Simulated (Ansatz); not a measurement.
## Silver, fcc: convergence with cold smearing

Computed with Ansatz, LDA, scalar-relativistic PAW, on the relaxed cell (a = 3.999 Å; spin not included). Errors count from a run at 420 eV on a Γ-centred 22×22×22 mesh with Fermi-Dirac smearing of 0.1 eV, extrapolated to zero width. Fixed here: cutoff 420 eV, mesh 13×13×13. The SCF starts from atomic densities corrected by a trained network.

| width (eV) | E(σ→0) error (meV/atom) | F error (meV/atom) | P (GPa) | SCF iterations |
| --- | --- | --- | --- | --- |
| 0.01 | 1.3 | 1.3 | -0.09 | 6 |
| 0.1 | 1.3 | 1.1 | -0.06 | 6 |
| 0.2 | 0.8 | 0.5 | -0.08 | 5 |
| 0.3 | 0.7 | -0.2 | -0.04 | 6 |
| 0.6 | -2.5 | -1.9 | 0.09 | 5 |
| 1.0 | -2.1 | -0.3 | 0.19 | 5 |

Question: What does the run at 0.03 give (width)?

Answer: E(σ→0) error (meV/atom): 1.3; F error (meV/atom): 1.4; P (GPa): -0.09; SCF iterations: 6.
